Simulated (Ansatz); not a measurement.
# BH₃O (singlet): from Hartree-Fock to the top rungs at a displaced geometry (v2), cc-pVDZ

How much of the correlation energy of BH₃O (singlet) does each wave-function method recover here?

Program: Ansatz 0.2.0, Gaussian basis. Level of theory: cc-pVDZ, core rule «outside noble gas», up to 2 orbitals frozen. These are calculated values, not measurements.

To be run: UHF; CCSD(T) on RHF; BCCD(T) on RHF; CISD; CCSDT(Q) on RHF.

21 further runs of the same task are left out: 1 for a known fault of the program, 6 that didn't finish, 14 set aside as unsound or not needed.

## 1. The geometry

The geometry is a PBE0/def2-TZVP stationary point (not a proven minimum) with its atoms shifted at random (size 0.100 Å).

5 atoms, charge 0, spin multiplicity 1.

Atoms are counted from 1 here; the program's logs count them from 0.

Bond lengths: B1–O2 1.345 Å, B1–H3 1.185 Å, B1–H4 1.274 Å, O2–H5 0.927 Å. Angles: O2–B1–H3 120.0°, O2–B1–H4 115.7°, H3–B1–H4 123.0°, B1–O2–H5 121.3°.

## 2. UHF

in.yaml

```yaml
crystal:
  periodic: [false, false, false]
  atoms:
    - {symbol: B, position_ang: [0.095229, 0.061438, 0.736231]}
    - {symbol: O, position_ang: [-0.069645, -0.089125, -0.590550]}
    - {symbol: H, position_ang: [0.006976, 1.136526, 1.225799]}
    - {symbol: H, position_ang: [0.090084, -1.014390, 1.419389]}
    - {symbol: H, position_ang: [-0.012975, 0.633601, -1.167858]}
basis:
  gaussian: {orbitals: cc-pVDZ}
magnetization: {spin_polarized: true, initial_magnetization: 0}
hamiltonian: {xc: hf}
output: {orbitals: {seedname: orbitals}}
```

Command:

```
ansatz run in.yaml --threads 1 --pin off --events-out ev --progress --plain --max-ram 2393MiB
```

The runs that follow: CCSD(T) on RHF; BCCD(T) on RHF; CISD; CCSDT(Q) on RHF.

Q: Predict the results of all the runs planned. Wanted: RCCSDT(Q) below the RHF energy; RMP2 from RCCSDT(Q); RCCSD from RCCSDT(Q); RCCSD(T) from RCCSDT(Q); T1 diagnostic.

**Answer**, as computed:

| quantity | value |
| --- | --- |
| RCCSDT(Q) below the RHF energy | -8.3618 eV |
| RMP2 from RCCSDT(Q) | +77.3 kJ/mol |
| RCCSD from RCCSDT(Q) | +19.8 kJ/mol |
| RCCSD(T) from RCCSDT(Q) | +2.9 kJ/mol |
| levels within 1 kcal/mol (43 meV) | RCCSD(T), BCCD(T), RCCSDT |
| T1 diagnostic | 0.015 |

RCCSD(T) misses by +2.9 kJ/mol, 0.4 % of the correlation energy. These misses are within one basis, not against nature.
